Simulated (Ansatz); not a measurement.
Several settings on one geometry of mu-NH2-B2H5 (B₂NH₇) (that of the charge 0 singlet, PBE-D4/def2-TZVP). Ansatz on 4 threads of Arm Neoverse V1 on a shared host; times are rough.

```xyz
10

B     0.589    0.712   -0.393
N    -0.725    0.403    0.389
B    -0.083   -0.994    0.121
H     1.005   -0.559   -0.540
H     0.410    1.080   -1.522
H     1.451    1.212    0.279
H    -0.761    0.709    1.358
H    -1.598    0.602   -0.091
H     0.376   -1.516    1.100
H    -0.665   -1.649   -0.701
```

Totals from different functionals, basis sets or treatments of relativity can't be compared as stabilities.

Correlated methods freeze 3 core orbitals.

The spins typed aren't always the lowest for that charge.

Question: Give the basis size and estimate the energy, ⟨S²⟩ and time of these runs.

| run | method | charge | state | further keys |
| --- | --- | --- | --- | --- |
| 1 | UKS revPBE0-D4/cc-pVDZ | 1 | doublet | accuracy: high |
| 2 | RKS PBE0-DH/def2-mTZVPP | 0 | singlet | scf: {lower_state_search: off}; forces asked |
| 3 | RKS PBE0-D3(BJ)-ATM/aug-cc-pVDZ | 0 | singlet | fitting: {mean_field: def2-universal-jkfit} |

Answer: 
| run | functions | energy (Eh) | ⟨S²⟩ | wall time |
| --- | --- | --- | --- | --- |
| 1 | 77 | -108.2574 | 0.76 | 3.1 s |
| 2 | 97 | -108.5889 | – | 2.2 s |
| 3 | 132 | -108.5665 | – | 0.8 s |
